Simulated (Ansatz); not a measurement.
Task: a rigid torsion scan of C₃H₅NO, SMILES CCOC#N, with the Python package of Ansatz (0.2.0). Give the script and its output. Use (for the species named): PBE0, def2-SVP basis, multiplicity 1.

```yaml
atoms:
  - { symbol: C, position_ang: [-0.2396, -1.1365, 0.4285] }
  - { symbol: C, position_ang: [0.4120, 0.2493, 0.5073] }
  - { symbol: O, position_ang: [0.8943, 0.6393, -0.7777] }
  - { symbol: C, position_ang: [0.0933, 1.3431, -1.4485] }
  - { symbol: N, position_ang: [-0.7779, 1.9285, -2.0467] }
  - { symbol: H, position_ang: [-0.6188, -1.4077, 1.4037] }
  - { symbol: H, position_ang: [0.4080, -1.8465, -0.0011] }
  - { symbol: H, position_ang: [-1.1223, -1.0165, -0.2482] }
  - { symbol: H, position_ang: [-0.2411, 1.0350, 0.9782] }
  - { symbol: H, position_ang: [1.2754, 0.1607, 1.2074] }
```

`run_torsion.py`
```python
# -*- coding: utf-8 -*-
"""Rigid torsion scan of C3H5NO."""

import ansatz as az
from ase import Atoms

BASIS = "def2-SVP"
FUNCTIONAL = "pbe0"
FORCE_TOL = 0.02
METHOD = "mp2"


def main():
    atoms = Atoms(["C", "C", "O", "C", "N", "H", "H", "H", "H", "H"], positions=[
        (-0.2396, -1.1365, 0.4285),
        (0.412, 0.2493, 0.5073),
        (0.8943, 0.6393, -0.7777),
        (0.0933, 1.3431, -1.4485),
        (-0.7779, 1.9285, -2.0467),
        (-0.6188, -1.4077, 1.4037),
        (0.408, -1.8465, -0.0011),
        (-1.1223, -1.0165, -0.2482),
        (-0.2411, 1.035, 0.9782),
        (1.2754, 0.1607, 1.2074),
    ])

    # start the scan from a relaxed geometry
    first = (
        az.Crystal.molecule_from_ase(atoms).calculation()
        .basis(gaussian=BASIS)
        .functional(FUNCTIONAL)
        .relax(force_tolerance=FORCE_TOL, max_steps=80)
    )
    atoms.positions = first.run().report["positions_ang"]

    start = atoms.get_dihedral(2, 1, 0, 5)
    energies = {}
    for turn in range(0, 121, 15):
        turned = atoms.copy()
        turned.set_dihedral(2, 1, 0, 5, start + turn, indices=[0, 5, 6, 7])
        setup = az.Crystal.molecule_from_ase(turned).calculation().basis(gaussian=BASIS).correlation(METHOD)
        energies[round((start + turn) % 360)] = setup.run().report["free_energy_ev"]
    floor = min(energies.values())
    print("dihedral O2-C1-C0-H5 (deg)   E - E(min) (kJ/mol)")
    for angle, e in sorted(energies.items()):
        print(f"{angle:8d} {96.485332 * (e - floor):14.3f}  " + "#" * int(30 * (e - floor) / max(max(energies.values()) - floor, 1e-9)))


if __name__ == "__main__":
    main()
```

```console
$ python run_torsion.py
dihedral O2-C1-C0-H5 (deg)   E - E(min) (kJ/mol)
     179          0.000
     194          2.867  ####
     209          9.380  ###############
     224         15.816  #########################
     239         18.276  ##############################
     254         15.313  #########################
     269          8.842  ##############
     284          2.702  ####
     299          0.333
```

Notes:
- The settings weren't tested for convergence.
- The scan is rigid and the energies are electronic, in a modest basis. With rigid groups the curve can differ much from the relaxed path, the start wasn't checked as a minimum of this torsion, and equivalent turns needn't return to the same energy.
- The start is relaxed with a density functional and scanned with the wavefunction method, so it isn't exactly that method's minimum.
- Wall time of the script: 57 s on 1 thread of Arm Neoverse V1, with other jobs on the host, peak memory 0.26 GiB.

(A comment or docstring line of the script was reworded after the run, the code is as it ran; lines on the test bed's own set-up are left out of the output.)
